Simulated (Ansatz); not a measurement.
# NH₃ with CHN: superposition error and deformation, part 2 of 3

Ansatz 0.2.0, Gaussian basis.

**10. revPBE-D4/def2-TZVPPD**

The inputs:

a/in.yaml

```yaml
crystal:
  periodic: [false, false, false]
  atoms:
    - {symbol: N, position_ang: [-0.045342, -0.127214, -1.179755]}
    - {symbol: H, position_ang: [-0.218208, 0.754779, -1.647912]}
    - {symbol: H, position_ang: [0.821854, -0.495654, -1.552839]}
    - {symbol: H, position_ang: [-0.782871, -0.762151, -1.462377]}
basis:
  gaussian: {orbitals: "def2-TZVPPD.json"}
hamiltonian: {xc: {name: revPBE}, dispersion: d4}
```

b/in.yaml

```yaml
crystal:
  periodic: [false, false, false]
  atoms:
    - {symbol: C, position_ang: [0.074097, 0.208037, 1.928832]}
    - {symbol: N, position_ang: [0.117904, 0.330803, 3.068663]}
    - {symbol: H, position_ang: [0.032466, 0.091300, 0.845388]}
basis:
  gaussian: {orbitals: "def2-TZVPPD.json"}
hamiltonian: {xc: {name: revPBE}, dispersion: d4}
```

One command serves all of them, each in its own folder.

Launch:

```sh
ansatz run in.yaml --threads 2 --pin off --events-out ev --progress --plain --max-ram 5222MiB
```

Log of a, shortened:

```text
Functional definition: revPBE
  name "revPBE"
  cite "Zhang & Yang, Phys. Rev. Lett. 80, 890 (1998) doi:10.1103/PhysRevLett.80.890"
  cite "Perdew, Burke & Ernzerhof, Phys. Rev. Lett. 77, 3865 (1996) doi:10.1103/PhysRevLett.77.3865"
[...]
356 factors; their error is unknown
[...]
mean field -1539.33750265 eV, -56.5696098221 hartree, gradient 6.2e-5 eV, S^2 0.000000; 0 other end points of the search recorded, 0 dependent functions left out
reference -1539.33753658 eV, -56.5696110687 hartree; 5, 5 occupied and 83, 83 virtual orbitals, 356 factors
Total energy: -1539.39200425 eV, -56.5716127189 hartree
```

Log of b, shortened:

```text
[... 4 set-up lines as earlier in the session ...]
[...]
412 factors; their error is unknown
[...]
mean field -2542.61524359 eV, -93.4393867553 hartree, gradient 8.4e-5 eV, S^2 0.000000; 0 other end points of the search recorded, 0 dependent functions left out
reference -2542.61527839 eV, -93.4393880344 hartree; 7, 7 occupied and 84, 84 virtual orbitals, 412 factors
Total energy: -2542.68976229 eV, -93.4421252671 hartree
```

Wall times: 0.35 s (a), 0.35 s (b) on 2 threads of Arm Neoverse V1, shared host.

**11. B97M-V/def2-TZVPPD**

The same edit goes into each in.yaml of step 10 (a, b):

```diff
-hamiltonian: {xc: {name: revPBE}, dispersion: d4}
+hamiltonian: {xc: {name: B97M-V}}
```

The same command starts each run, in its folder.

Launch:

```sh
ansatz run in.yaml --threads 2 --pin off --events-out ev --progress --plain --max-ram 5222MiB
```

Output in a, shortened:

```text
Functional definition: B97M-V
  name "B97M-V"
  cite "Mardirossian & Head-Gordon, J. Chem. Phys. 142, 074111 (2015) doi:10.1063/1.4907719"
[... 2 set-up lines as earlier in the session ...]
  # Of w^i u^j: cxij and so on, Table III.
[...]
  gx(w, u) = cx00 + cx01*u + cx02*u^2 + (cx10 + cx11*u)*w
[...]
  gos(w, u) = cos00 + cos01*u + cos03*u^3 + cos10*w + cos32*w^3*u^2
[...]
      + integral(e_c_pw_mod_opposite_spin*gos(b97_w_opposite, b97_u_opposite)) + vv10(b, c)
356 factors; their error is unknown
[...]
mean field -1539.43494833 eV, -56.5731908846 hartree, gradient 5.4e-5 eV, S^2 0.000000; 0 other end points of the search recorded, 0 dependent functions left out
reference -1539.43498814 eV, -56.5731923477 hartree; 5, 5 occupied and 83, 83 virtual orbitals, 356 factors
Total energy: -1539.43498814 eV, -56.5731923477 hartree
```

b printed, shortened:

```text
[... 5 set-up lines as earlier in the session ...]
  # Of w^i u^j: cxij and so on, Table III.
[...]
  gx(w, u) = cx00 + cx01*u + cx02*u^2 + (cx10 + cx11*u)*w
[...]
  gos(w, u) = cos00 + cos01*u + cos03*u^3 + cos10*w + cos32*w^3*u^2
[...]
      + integral(e_c_pw_mod_opposite_spin*gos(b97_w_opposite, b97_u_opposite)) + vv10(b, c)
412 factors; their error is unknown
[...]
mean field -2542.92718884 eV, -93.4508505320 hartree, gradient 1.1e-5 eV, S^2 0.000000; 0 other end points of the search recorded, 0 dependent functions left out
reference -2542.92722889 eV, -93.4508520037 hartree; 7, 7 occupied and 84, 84 virtual orbitals, 412 factors
Total energy: -2542.92722889 eV, -93.4508520037 hartree
```

Wall times: 1.1 s (a), 1.4 s (b) on 2 threads of Arm Neoverse V1, shared host.

**12. HSE06-D4/def2-TZVPPD**

The same edit goes into each in.yaml of step 11 (a, b):

```diff
-hamiltonian: {xc: {name: B97M-V}}
+hamiltonian: {xc: hse06, dispersion: d4}
```

The same command starts each run, in its folder.

Launch:

```sh
ansatz run in.yaml --threads 2 --pin off --events-out ev --progress --plain --max-ram 5222MiB
```

Output in a, shortened:

```text
Functional definition: HSE06
  name "HSE06"
  cite "Heyd, Scuseria & Ernzerhof, J. Chem. Phys. 118, 8207 (2003) doi:10.1063/1.1564060"
  cite "Krukau, Vydrov, Izmaylov & Scuseria, J. Chem. Phys. 125, 224106 (2006) doi:10.1063/1.2404663"
  cite "Heyd & Scuseria, J. Chem. Phys. 120, 7274 (2004) doi:10.1063/1.1668634"
  cite "Ernzerhof & Perdew, J. Chem. Phys. 109, 3313 (1998) doi:10.1063/1.476928"
[...]
  # The whole range is PBE's own exchange, as in plane waves. The composition of these papers is wPBEh.
[...]
356 factors; their error is unknown
44 factors; integrals over basis functions are off by at most 2.7e-6 eV
[...]
mean field -1537.82546119 eV, -56.5140433231 hartree, gradient 2.5e-5 eV, S^2 0.000000; 0 other end points of the search recorded, 0 dependent functions left out
reference -1537.82548764 eV, -56.5140442951 hartree; 5, 5 occupied and 83, 83 virtual orbitals, 356 factors
Total energy: -1537.83369465 eV, -56.5143458973 hartree
```

b printed, shortened:

```text
[... 6 set-up lines as earlier in the session ...]
[...]
  # The whole range is PBE's own exchange, as in plane waves. The composition of these papers is wPBEh.
[...]
412 factors; their error is unknown
38 factors; integrals over basis functions are off by at most 1.1e-4 eV
[...]
mean field -2539.93174039 eV, -93.3407698316 hartree, gradient 1.2e-5 eV, S^2 0.000000; 0 other end points of the search recorded, 0 dependent functions left out
reference -2539.93176870 eV, -93.3407708721 hartree; 7, 7 occupied and 84, 84 virtual orbitals, 412 factors
Total energy: -2539.94546571 eV, -93.3412742278 hartree
```

They took 0.46 s (a), 0.6 s (b) on 2 threads of Arm Neoverse V1, shared host.

**13. CCSD(T)/def2-TZVPPD**

Each input of step 12 (a, b) changes in the same lines:

```diff
-hamiltonian: {xc: hse06, dispersion: d4}
+correlation: {method: ccsd_t}
```

One command serves all of them, each in its own folder.

Launch:

```sh
ansatz run in.yaml --threads 2 --pin off --events-out ev --progress --plain --max-ram 5222MiB
```

Log of a, shortened:

```text
Functional definition: HF
  name "HF"
  cite "Fock, Z. Phys. 61, 126 (1930) doi:10.1007/BF01340294"
[... 1 set-up line as earlier in the session ...]
[...]
500 factors; integrals over basis functions are off by at most 7.1e-4 eV
[...]
mean field -1529.87544314 eV, -56.2218855484 hartree, gradient 5.0e-7 eV, S^2 0.000000; 0 other end points of the search recorded, 0 dependent functions left out
1 core orbitals not correlated: weight in the atoms' cores, before any rotation towards them, 1.000 or more for the frozen orbitals, at most 0.000 for the correlated occupied ones
reference -1529.87544314 eV, -56.2218855484 hartree; 4, 4 occupied and 83, 83 virtual orbitals, 500 factors
second order -6.43674024 eV of doubles, -0.00000000 eV of singles
cycle   1  -6.61246390 eV  change   -1.8e-1 eV  update   4.2e-2
[...]
cycle   9  -6.76908930 eV  change    3.0e-6 eV  update   5.7e-6
perturbative correction -0.21633779 eV, -0.0079502673 hartree
Total energy: -1536.86087023 eV, -56.4785952592 hartree
```

Output in b, shortened:

```text
[... 4 set-up lines as earlier in the session ...]
[...]
552 factors; integrals over basis functions are off by at most 1.3e-3 eV
[...]
mean field -2528.25893971 eV, -92.9118023188 hartree, gradient 2.8e-6 eV, S^2 0.000000; 0 other end points of the search recorded, 0 dependent functions left out
2 core orbitals not correlated: weight in the atoms' cores, before any rotation towards them, 1.000 or more for the frozen orbitals, at most 0.000 for the correlated occupied ones
reference -2528.25893971 eV, -92.9118023188 hartree; 5, 5 occupied and 84, 84 virtual orbitals, 552 factors
second order -9.36945987 eV of doubles, -0.00000000 eV of singles
cycle   1  -9.10225403 eV  change    2.7e-1 eV  update   8.1e-2
[...]
cycle   9  -9.49324792 eV  change   -7.3e-6 eV  update   5.4e-6
perturbative correction -0.48423191 eV, -0.0177951946 hartree
Total energy: -2538.23641955 eV, -93.2784679398 hartree
```

Times: 0.7 s (a), 0.96 s (b) on 2 threads of Arm Neoverse V1, shared host.

**14. Relaxing NH₃ alone**

The input, relax-a/in.yaml:

```yaml
crystal:
  periodic: [false, false, false]
  atoms:
    - {symbol: N, position_ang: [-0.045342, -0.127214, -1.179755]}
    - {symbol: H, position_ang: [-0.218208, 0.754779, -1.647912]}
    - {symbol: H, position_ang: [0.821854, -0.495654, -1.552839]}
    - {symbol: H, position_ang: [-0.782871, -0.762151, -1.462377]}
basis:
  gaussian: {orbitals: def2-TZVP}
hamiltonian: {xc: pbe0, dispersion: d4}
relax: {f_tol: 0.005, max_steps: 200}
```

Launch:

```sh
ansatz run in.yaml --threads 2 --pin off --events-out ev --progress --plain --max-ram 5222MiB
```

Output, shortened:

```text
[... 5 set-up lines as earlier in the session ...]
[...]
287 factors; their error is unknown
[...]
mean field -1537.79926350 eV, -56.5130805758 hartree, gradient 1.4e-5 eV, S^2 0.000000; 0 other end points of the search recorded, 0 dependent functions left out
[...]
Total energy: -1537.80844214 eV, -56.5134178845 hartree
Atom 0 at    -0.045365    -0.127280    -1.180362 Å, force    -0.000174    -0.000483    -0.004481 eV/Å
Atom 1 at    -0.218111     0.754283    -1.647657 Å, force    -0.000125     0.001223     0.001386 eV/Å
Atom 2 at     0.821366    -0.495448    -1.552637 Å, force     0.001074    -0.000217     0.001495 eV/Å
Atom 3 at    -0.782457    -0.761796    -1.462226 Å, force    -0.000775    -0.000523     0.001600 eV/Å
Dipole moment:    -0.013479    -0.037875    -0.350689 e Å
```

Run time: 1.1 s. Hardware: 2 threads of Arm Neoverse V1, shared host.

Relaxation path:

| step | energy from step 1 (eV) | largest force component (eV/Å) |
| --- | --- | --- |
| 1 | 0.0000 | 0.0394 |
| 2 | 0.0000 | 0.0165 |
| 3 | 0.0000 | 0.0045 |

Close pairs (by a distance rule), those that changed most:

```
 bond  before (Å)  after (Å)  change (Å)
N1–H3       1.013      1.013      -0.001
N1–H4       1.013      1.013      -0.001
N1–H2       1.013      1.013      -0.001
```

**15. Relaxing CHN alone**

The input, relax-b/in.yaml:

```yaml
crystal:
  periodic: [false, false, false]
  atoms:
    - {symbol: C, position_ang: [0.074097, 0.208037, 1.928832]}
    - {symbol: N, position_ang: [0.117904, 0.330803, 3.068663]}
    - {symbol: H, position_ang: [0.032466, 0.091300, 0.845388]}
basis:
  gaussian: {orbitals: def2-TZVP}
hamiltonian: {xc: pbe0, dispersion: d4}
relax: {f_tol: 0.005, max_steps: 200}
```

Launch:

```sh
ansatz run in.yaml --threads 2 --pin off --events-out ev --progress --plain --max-ram 5222MiB
```

Output, shortened:

```text
[... 5 set-up lines as earlier in the session ...]
[...]
379 factors; their error is unknown
[...]
mean field -2540.04885542 eV, -93.3450737298 hartree, gradient 1.4e-5 eV, S^2 0.000000; 0 other end points of the search recorded, 0 dependent functions left out
[...]
reference -2540.05793156 eV, -93.3454072718 hartree; 7, 7 occupied and 61, 61 virtual orbitals, 379 factors
Total energy: -2540.07294825 eV, -93.3459591248 hartree
Atom 0 at     0.073842     0.207312     1.922164 Å, force    -0.000008    -0.000146    -0.000621 eV/Å
Atom 1 at     0.117584     0.329910     3.060348 Å, force     0.000014     0.000100     0.000572 eV/Å
Atom 2 at     0.033041     0.092917     0.860372 Å, force    -0.000006     0.000046     0.000049 eV/Å
Dipole moment:    -0.024110    -0.067585    -0.627392 e Å
```

It took 1.9 s on 2 threads of Arm Neoverse V1, shared host.

The steps of the relaxation:

```csv
step,energy from step 1 (eV),largest force component (eV/Å)
1,0.0000,0.7958
2,-0.0086,0.1812
3,-0.0091,0.0114
4,-0.0091,0.0006
```

Close pairs (by a distance rule), those that changed most:

```csv
bond,before (Å),after (Å),change (Å)
C1–H3,1.091,1.069,-0.022
C1–N2,1.147,1.146,-0.002
```

**16. PBE-D4/def2-TZVPPD**

The input, free-a/in.yaml:

```yaml
crystal:
  periodic: [false, false, false]
  atoms:
    - {symbol: N, position_ang: [-0.045365, -0.127280, -1.180362]}
    - {symbol: H, position_ang: [-0.218111, 0.754283, -1.647657]}
    - {symbol: H, position_ang: [0.821366, -0.495448, -1.552637]}
    - {symbol: H, position_ang: [-0.782457, -0.761796, -1.462226]}
basis:
  gaussian: {orbitals: "def2-TZVPPD.json"}
hamiltonian: {xc: pbe, dispersion: d4}
```

The input, free-b/in.yaml:

```yaml
crystal:
  periodic: [false, false, false]
  atoms:
    - {symbol: C, position_ang: [0.073842, 0.207312, 1.922164]}
    - {symbol: N, position_ang: [0.117584, 0.329910, 3.060348]}
    - {symbol: H, position_ang: [0.033041, 0.092917, 0.860372]}
basis:
  gaussian: {orbitals: "def2-TZVPPD.json"}
hamiltonian: {xc: pbe, dispersion: d4}
```

Each run has its own folder and the same command.

Launch:

```sh
ansatz run in.yaml --threads 2 --pin off --events-out ev --progress --plain --max-ram 5222MiB
```

free-a printed, shortened:

```text
[... 4 set-up lines as earlier in the session ...]
[...]
356 factors; their error is unknown
[...]
mean field -1537.78630298 eV, -56.5126042857 hartree, gradient 4.5e-5 eV, S^2 0.000000; 0 other end points of the search recorded, 0 dependent functions left out
reference -1537.78633007 eV, -56.5126052812 hartree; 5, 5 occupied and 83, 83 virtual orbitals, 356 factors
Total energy: -1537.79770890 eV, -56.5130234453 hartree
```

Log of free-b, shortened:

```text
[... 4 set-up lines as earlier in the session ...]
[...]
412 factors; their error is unknown
[...]
mean field -2540.11565270 eV, -93.3475284843 hartree, gradient 7.9e-6 eV, S^2 0.000000; 0 other end points of the search recorded, 0 dependent functions left out
reference -2540.11568102 eV, -93.3475295254 hartree; 7, 7 occupied and 84, 84 virtual orbitals, 412 factors
Total energy: -2540.13420785 eV, -93.3482103737 hartree
```

Wall times: 0.35 s (free-a), 0.4 s (free-b) on 2 threads of Arm Neoverse V1, shared host.

**17. r2SCAN-D4/def2-TZVPPD**

The same edit goes into each in.yaml of step 16 (free-a, free-b):

```diff
-hamiltonian: {xc: pbe, dispersion: d4}
+hamiltonian: {xc: r2scan, dispersion: d4}
```

Each run has its own folder and the same command.

Launch:

```sh
ansatz run in.yaml --threads 2 --pin off --events-out ev --progress --plain --max-ram 5222MiB
```

Output in free-a, shortened:

```text
[... 5 set-up lines as earlier in the session ...]
[...]
356 factors; their error is unknown
[...]
mean field -1538.79968712 eV, -56.5498454658 hartree, gradient 1.4e-5 eV, S^2 0.000000; 0 other end points of the search recorded, 0 dependent functions left out
reference -1538.79969510 eV, -56.5498457588 hartree; 5, 5 occupied and 83, 83 virtual orbitals, 356 factors
Total energy: -1538.80240826 eV, -56.5499454658 hartree
```

Log of free-b, shortened:

```text
[... 5 set-up lines as earlier in the session ...]
[...]
412 factors; their error is unknown
[...]
mean field -2541.67347341 eV, -93.4047773396 hartree, gradient 4.1e-5 eV, S^2 0.000000; 0 other end points of the search recorded, 0 dependent functions left out
reference -2541.67348146 eV, -93.4047776354 hartree; 7, 7 occupied and 84, 84 virtual orbitals, 412 factors
Total energy: -2541.67766042 eV, -93.4049312095 hartree
```

Times: 0.75 s (free-a), 0.85 s (free-b) on 2 threads of Arm Neoverse V1, shared host.

**18. PBE0-D4/def2-TZVPPD**

Each input of step 17 (free-a, free-b) changes in the same lines:

```diff
-hamiltonian: {xc: r2scan, dispersion: d4}
+hamiltonian: {xc: pbe0, dispersion: d4}
+output: {orbitals: {seedname: orbitals}}
```

One command serves all of them, each in its own folder.

Launch:

```sh
ansatz run in.yaml --threads 2 --pin off --events-out ev --progress --plain --max-ram 5222MiB
```

free-a printed, shortened:

```text
[... 5 set-up lines as earlier in the session ...]
[...]
356 factors; their error is unknown
[...]
mean field -1537.91286206 eV, -56.5172552459 hartree, gradient 2.4e-5 eV, S^2 0.000000; 0 other end points of the search recorded, 0 dependent functions left out
reference -1537.91288192 eV, -56.5172559759 hartree; 5, 5 occupied and 83, 83 virtual orbitals, 356 factors
Total energy: -1537.92199839 eV, -56.5175909998 hartree
```

free-b printed, shortened:

```text
[... 5 set-up lines as earlier in the session ...]
[...]
412 factors; their error is unknown
[...]
mean field -2540.07410426 eV, -93.3460016073 hartree, gradient 7.7e-5 eV, S^2 0.000000; 0 other end points of the search recorded, 0 dependent functions left out
reference -2540.07412561 eV, -93.3460023922 hartree; 7, 7 occupied and 84, 84 virtual orbitals, 412 factors
Total energy: -2540.08914230 eV, -93.3465542452 hartree
```

Times: 0.35 s (free-a), 0.45 s (free-b) on 2 threads of Arm Neoverse V1, shared host.

(Part 2 of 3 ends here.)
